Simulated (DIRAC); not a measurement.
# PH3 (SMILES P) at MP2/4-31G (Levy-Leblond, uncontracted yes, window high 10.01 Eh, window low -1.874 Eh)

Wanted: a single-point energy of PH3. 

The results are computed with DIRAC 26.1 (patched).

6 further runs of the same task are left out: 6 set aside as unsound or not needed.

## 1. Starting point

PH3: 4 atoms, total charge 0, spin state singlet. As SMILES, `P`. The coordinates come from a PBE0-D4/def2-TZVP, symmetrised relaxation.

Bond lengths: P1–H2 1.420 Å, P1–H3 1.420 Å, P1–H4 1.420 Å. Angles: H2–P1–H3 93.1°, H2–P1–H4 93.1°, H3–P1–H4 93.1°.

## 2. A single-point energy at MP2/4-31G (Levy-Leblond, uncontracted yes, window high 10.01 Eh, window low -1.874 Eh)

The input, H3P.mol:

```
DIRAC
H3P
4-31G
C   2              A
       15.    1
P         0.04104087     -0.03875705     -0.03942038
LARGE BASIS 4-31G
        1.    3
H1        0.32543574      0.25460735      1.32027889
H2       -1.31069642     -0.37472911      0.23563247
H3       -0.27591656      1.31111970     -0.34453574
LARGE BASIS 4-31G
FINISH
```

The input, run.inp:

```
**DIRAC
.TITLE
 MP2 on H3P
.WAVE FUNCTION
**HAMILTONIAN
.LEVY-LEBLOND
**INTEGRALS
*READIN
.UNCONTRACT
**WAVE FUNCTION
.SCF
.RELCCSD
*SCF
.CLOSED SHELL
 18
**MOLTRA
.ACTIVE
energy -1.874 10.01 0.001
**RELCC
.ENERGY
*CCENER
.NOSD
.NOSDT
*END OF
```

Launch:

```sh
pam --inp=run.inp --mol=H3P.mol --noarch --mw=163 --aw=368
```

**Question.** What will come out? Wanted: total energy; HOMO energy; LUMO energy; HOMO–LUMO gap; correlation energy.

**Answer.** As computed:

Level: MP2/4-31G (Levy-Leblond, uncontracted yes, window high 10.01 Eh, window low -1.874 Eh), 5 core orbitals frozen.

| quantity | value |
| --- | --- |
| total energy | -342.18631 Eh |
| HOMO energy (Hartree–Fock orbitals) | -10.46 eV |
| LUMO energy (Hartree–Fock orbitals) | 5.36 eV |
| HOMO–LUMO gap (Hartree–Fock orbitals) | 15.81 eV |
| correlation energy (5 core orbitals frozen) | -67.8 mEh |
